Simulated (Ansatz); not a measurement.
in.yaml

```yaml
crystal:
  periodic: [false, false, false]
  atoms:
    - {symbol: C, position_ang: [0.000000, 0.000000, -1.406467]}
    - {symbol: N, position_ang: [0.000000, 0.000000, -0.226567]}
    - {symbol: Ge, position_ang: [0.000000, 0.000000, 1.633033]}
basis:
  gaussian: {orbitals: cc-pVDZ}
total_charge: 1
magnetization: {spin_polarized: false, initial_magnetization: 2}
correlation: {method: fic_mrcisd_q, electrons: outside_noble_gas, active_space: {window: {electrons: 10, orbitals: 11}, shells: [{species: C, l: s, shell: 2}, {species: C, l: p, shell: 2}, {species: Ge, l: s, shell: 4}, {species: Ge, l: p, shell: 4}, {species: "N", l: p, shell: 2}]}}
```

```sh
$ ansatz run in.yaml --threads 1 --pin off --events-out ev --progress --plain --max-ram 2393MiB
```

Log:

```
1039 factors; integrals over basis functions are off by at most 2.0e-7 eV
mean field evaluation 1: about -58961.4625 eV, gradient 5.0e1 eV
mean field evaluation 2: about -58961.4666 eV, gradient 5.0e1 eV
mean field evaluation 4: about -58971.8182 eV, gradient 1.1e1 eV
mean field evaluation 8: about -58973.2682 eV, gradient 5.5e0 eV
mean field evaluation 16: about -58973.5924 eV, gradient 5.4e-5 eV
mean field evaluation 32: about -58972.8354 eV, gradient 8.2e-3 eV
mean field evaluation 64: about -58972.2013 eV, gradient 2.6e0 eV
mean field evaluation 96: about -58970.5064 eV, gradient 1.1e1 eV
mean field evaluation 128: about -58972.7238 eV, gradient 6.6e0 eV
mean field -58973.59242040 eV, -2167.2395477129 hartree, gradient 2.2e-6 eV, S^2 2.000000; 11 other end points of the search recorded, 0 dependent functions left out
reference -58973.59242040 eV, -2167.2395477129 hartree; 23, 21 occupied and 32, 34 virtual orbitals, 1039 factors
state -58978.04476948 eV, -2167.4031685240 hartree
contracted CI cycle   1: correlation 0.00000000 eV, 0.0000000000 hartree, residual 2.01e1 eV
contracted CI cycle   2: correlation -4.49930970 eV, -0.1653465817 hartree, residual 3.50e0 eV
contracted CI cycle   3: correlation -4.64550782 eV, -0.1707192637 hartree, residual 8.11e-1 eV
contracted CI cycle   4: correlation -4.65406495 eV, -0.1710337322 hartree, residual 2.17e-1 eV
contracted CI cycle   5: correlation -4.65467040 eV, -0.1710559821 hartree, residual 6.08e-2 eV
contracted CI cycle   6: correlation -4.65471709 eV, -0.1710576981 hartree, residual 1.71e-2 eV
contracted CI cycle   7: correlation -4.65472081 eV, -0.1710578348 hartree, residual 4.97e-3 eV
contracted CI cycle   8: correlation -4.65472114 eV, -0.1710578469 hartree, residual 1.50e-3 eV
state -58978.04476948 eV, -2167.4031685240 hartree; corrected -58983.01411651 eV, -2167.5857886587 hartree
Total energy: -58983.01411651 eV, -2167.5857886587 hartree
Checks for a lower state left out: starts, orbital_swaps
```

For the same geometry and basis RCCSDT(Q) lies 163.7 meV lower.

Ran on 1 thread of Arm Neoverse V1, shared host: 29 s wall, 0.95 GiB peak host memory.
